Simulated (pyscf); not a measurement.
This saddle point was located with ωB97X-D3(BJ)/def2-SVP in PySCF.

```xyz
9

C     -1.7151    -1.0097    -0.0585
C     -1.7866     0.2836    -0.0024
C     -1.3560     1.5014    -0.1139
H     -2.4233    -1.8198     0.1396
H      0.3056     0.7623    -0.7145
H     -1.8075     2.4854     0.0445
O      0.7869    -0.1055    -0.9577
H      0.0831    -0.7922    -0.6801
H      1.6137    -0.2126    -0.4510
```
Charge +1, spin multiplicity 1.

Surface: singlet, charge 1. Lowest wavenumbers (cm⁻¹): 376i, 301, 318, 382, 415.

Name the species on either side of this saddle.

`[CH]#[C][CH2+]` + `[OH2]` <-> `[CH+]=[C]=[CH2]` + `[OH2]`, a concerted two-bond exchange read from left to right: C–H, H–O broken and C–H, H–O formed. At CCSD(T)/def2-TZVPP + ΔMP2(QZVPP) it lies +25.9 kcal/mol from the left side and +25.9 kcal/mol from the right (each side as separated species at their lowest minima found). On the reactant side the descent ends in a bound adduct, 14.6 kcal/mol under the separated species and 39.3 kcal/mol under the saddle at ωB97X-D3(BJ)/def2-TZVP. On the product side the descent ends in a bound adduct, 14.6 kcal/mol under the separated species and 39.3 kcal/mol under the saddle at ωB97X-D3(BJ)/def2-TZVP. HC≡C–CH₂⁺ lies 32.5 kcal/mol over its isomer cyclic C₃H₃+ (SMILES c1c[cH+]1) (electronic energy, ωB97M-D3(BJ)). HC⁺=C=CH₂ lies 32.5 kcal/mol over its isomer cyclic C₃H₃+ (SMILES c1c[cH+]1) (electronic energy, ωB97M-D3(BJ)). One saddle was located; it need not be the lowest between these sides. The CCSD(T) − MP2 part came from Ansatz, without density fitting, on the same reference.
